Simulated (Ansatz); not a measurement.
Input file:

```yaml
crystal:
  periodic: [false, false, false]
  atoms:
    - {symbol: As, position_ang: [0.000000, -0.019098, 0.000000]}
    - {symbol: H, position_ang: [0.000000, 0.709797, -1.324011]}
    - {symbol: H, position_ang: [0.000000, 0.709797, 1.324011]}
basis:
  gaussian: {orbitals: cc-pVDZ}
total_charge: 1
magnetization: {spin_polarized: false, initial_magnetization: 2}
correlation: {active_space: {ras: {orbitals: [16, 2, 19], electrons: 34, max_holes: 2, max_particles: 2}, fixed_orbitals: true}}
```

```sh
$ ansatz run in.yaml --threads 1 --pin off --events-out ev --progress --plain --max-ram 2393MiB
```

(1) Roughly how long does this take on 1 thread of Arm Neoverse N1, shared host, and how much host memory?

```
415 factors; integrals over basis functions are off by at most 1.2e-3 eV
mean field evaluation 1: about -60816.1693 eV, gradient 7.2e0 eV
mean field evaluation 2: about -60816.1714 eV, gradient 7.2e0 eV
mean field evaluation 4: about -60816.5798 eV, gradient 4.6e-1 eV
mean field evaluation 8: about -60816.5833 eV, gradient 2.3e-6 eV
mean field -60816.58329170 eV, -2234.9682130094 hartree, gradient 2.8e-6 eV, S^2 2.000000; 0 other end points of the search recorded, 0 dependent functions left out
reference -60816.58329170 eV, -2234.9682130094 hartree; 18, 16 occupied and 19, 21 virtual orbitals, 415 factors
state -60819.84022315 eV, -2235.0879030323 hartree
Total energy: -60819.84022315 eV, -2235.0879030323 hartree
```

Results:

(1) 73 s wall and 0.27 GiB.
